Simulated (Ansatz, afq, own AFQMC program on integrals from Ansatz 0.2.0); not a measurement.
MoNH$_{3}$⁺, sextet: AFQMC among the cluster methods

```yaml
atoms:
  - { symbol: Mo, position_ang: [-0.4030, 0.0012, -0.0003] }
  - { symbol: N, position_ang: [2.2039, -0.0068, 0.0015] }
  - { symbol: H, position_ang: [2.5743, -0.9511, 0.0067] }
  - { symbol: H, position_ang: [2.5781, 0.4679, 0.8161] }
  - { symbol: H, position_ang: [2.5792, 0.4594, -0.8175] }
```

Connectivity, by distances: Mo–NH3.

Basis def2-SVP with its core potentials. Noble-gas cores (and the filled d shells of Ga–Kr and In–Xe) are frozen. AFQMC by an in-house program on the Cholesky factors that Ansatz 0.2.0 writes for its CCSD(T) run. The CISD trial takes its coefficients from CCSD amplitudes. Released means that phaseless walkers are propagated on without the constraint, phases kept. Error bars are statistical, one sigma. No spin–orbit coupling. The metal's outer-core s and p shells are frozen, which shifts wave-function levels against functionals.

Determinant: UHF, the one that the program's search chose, which needn't be the lowest solution. The geometry is a PBE0/def2-TZVP stationary point of this or a neighbouring charge and spin state.

No full CI on the walks' own integrals is used here; CCSDT(Q) serves as the reference and is uncertain by about the last step of the cluster series.

Cautions: no spin-orbit coupling; outer-core shells of the metal frozen; lower spins were not checked; the released energies are still falling, so no released level is given (meV from the phaseless value at times in 1/Eh: -2.2 ± 2.5 at 0.24, -1.1 ± 2.0 at 0.60, -2 ± 3 at 1.20, -4 ± 4 at 1.80, -9 ± 5 at 2.60), though the last usable value meets CCSDT(Q) within the noise.

The T1 diagnostic is 0.0127 and the weight of the determinant in the CISD state is 0.912. The ⟨S²⟩ of the determinant is 8.759 and the size of the correlated space is 13 electrons in 55 orbitals.

Reference: CCSDT(Q), correlation energy -7.120 eV.

```json
{"level": "HF", "E − E(reference) (mEh)": "261.65", "share of correlation (%)": "0.00"}
{"level": "MP2", "E − E(reference) (mEh)": "27.74", "share of correlation (%)": "89.40"}
{"level": "CCSD", "E − E(reference) (mEh)": "6.10", "share of correlation (%)": "97.67"}
{"level": "CCSD(T)", "E − E(reference) (mEh)": "0.85", "share of correlation (%)": "99.68"}
{"level": "CCSDT", "E − E(reference) (mEh)": "0.38", "share of correlation (%)": "99.86"}
{"level": "ph-AFQMC/CISD", "E − E(reference) (mEh)": "0.20 ± 0.13", "share of correlation (%)": "99.92"}
```

A walk keeps the symmetry of its determinant, which the program's search chose and which needn't be the lowest solution, so a lower state of the same spin and another symmetry isn't excluded.
